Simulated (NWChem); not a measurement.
Molecule: CH$_{6}$Si; SMILES C[SiH3]

```xyz
8

Si     0.0000     0.0000     0.6260
C      0.0000     0.0000    -1.2647
H     -1.0634    -0.9232     1.1595
H     -0.2678     1.3825     1.1595
H      1.3312    -0.4594     1.1595
H      0.1970    -1.0173    -1.6584
H      0.7825     0.6793    -1.6584
H     -0.9795     0.3380    -1.6584
```
Atoms are numbered in this order, from 1.

Level: PBE-D3(BJ)/def2-SVP (NWChem), optimised geometry, unscaled harmonic frequencies. 

List the harmonic frequencies with IR intensities, and the thermochemistry.


```tsv
frequency (cm⁻¹)	IR intensity (km/mol)
203	0.0
497	5.9
497	5.9
683	11.4
851	65.7
851	65.7
900	185.7
919	28.3
919	28.3
1219	11.6
1387	3.6
1387	3.6
2159	59.8
2165	124.2
2165	124.2
2982	2.9
3084	2.5
3084	2.5
```

```json
{
  "zero_point_energy": "37.1 kcal/mol",
  "thermal correction to the enthalpy at 298.15 K (with zero-point energy)": "40.4 kcal/mol",
  "heat capacity Cv": "14.2 cal/(mol K)",
  "entropy at 298.15 K and 1 atm (symmetry number 3)": "61.2 cal/(mol K)",
  "dipole_moment": "0.82 D"
}
```

Rigid rotor and harmonic oscillator.
